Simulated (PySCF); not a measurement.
# `[O-]c1cncs1`, [C3H2NOS]-, charge -1

Molfile (atoms numbered from 1):
```
C3H2NOS
     RDKit          3D

  8  8  0  0  0  0  0  0  0  0999 V2000
    2.5330   -0.5264    0.0843 O   0  0  0  0  0  0  0  0  0  0  0  0
    1.3259   -0.2964    0.0136 C   0  0  0  0  0  0  0  0  0  0  0  0
    0.5610    0.8658   -0.1617 C   0  0  0  0  0  0  0  0  0  0  0  0
   -0.7946    0.7664   -0.1952 N   0  0  0  0  0  0  0  0  0  0  0  0
   -1.2107   -0.4534   -0.0528 C   0  0  0  0  0  0  0  0  0  0  0  0
    0.0421   -1.6352    0.1419 S   0  0  0  0  0  0  0  0  0  0  0  0
    1.0345    1.8345   -0.2698 H   0  0  0  0  0  0  0  0  0  0  0  0
   -2.2589   -0.7287   -0.0532 H   0  0  0  0  0  0  0  0  0  0  0  0
  1  2  1  0
  2  3  2  0
  3  4  1  0
  4  5  2  0
  5  6  1  0
  6  2  1  0
  3  7  1  0
  5  8  1  0
M  CHG  1   1  -1
M  END
```

Level of theory: quadratic response CAM-B3LYP/aug-cc-pVTZ first hyperpolarisability, Taylor convention, gas phase in PySCF 2.14.0. Geometry: PBE0-D3(BJ)/def2-TZVP.

For a gas-phase anion, states above the detachment energy (about 1.7 eV, taken as minus the energy of the highest occupied orbital) lie in the continuum and depend on the basis.

(1) What is the first hyperpolarisability, and how does it disperse?

(2) Which lowest excitations and polarisabilities go with it?

## Answers

(1) In au, Taylor convention; the vector part is βᵢ = ⅓ Σⱼ (βᵢⱼⱼ + βⱼᵢⱼ + βⱼⱼᵢ):
```tsv
process	λ (nm)	β vector norm	β HRS	depolarisation ratio
static β(0;0,0)	∞	568.5	225.4	5.87
second harmonic β(−2ω;ω,ω)	1907	624.8	249.4	5.76
Pockels β(−ω;ω,0)	1907	585.9	–	–
second harmonic β(−2ω;ω,ω)	1064	812.6	332.7	5.43
Pockels β(−ω;ω,0)	1064	629.2	–	–
```

(2) S1 2.93 eV (f = 0.000); S2 3.17 eV (f = 0.007); S3 3.79 eV (f = 0.001); isotropic α 80.2 au static, 80.7 au at 1907 nm, 81.8 au at 1064 nm, 82.2 au at 953.5 nm, 87.8 au at 532 nm.
